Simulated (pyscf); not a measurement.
Structures and frequencies: ωB97X-D3(BJ)/def2-SVP in PySCF.

**Question.** H₃C–Ga(OH)–OH + water (H₂O) → methane (CH₄) + HO–Ga(OH)–OH
Surface: singlet. Broken: C–Ga, H–O. Formed: C–H, Ga–O. Give ΔE‡ and ΔE from B3LYP-D3(BJ)/def2-TZVP, relative to the separated reactants.

**Answer.** ΔE‡ = 0.79 eV, ΔE = -0.68 eV. ωB97M-D3(BJ)/def2-TZVP gives 0.79 eV and -0.65 eV. Zero-point energy shifts the barrier by -0.05 eV. It is a four-centre exchange, with an imaginary mode of 1442i cm⁻¹. On the reactant side the descent ends in an adduct with a Ga–O contact, 0.65 eV under the separated species and 1.40 eV under the saddle at ωB97X-D3(BJ)/def2-TZVP. What is counted as formed (Ga–O) is already present as a longer contact in the reactant adduct; forming that adduct is a step of its own. This is the saddle that the search found; another between the same sides may lie lower. Elements up to Kr have no core potential and no relativistic terms here.
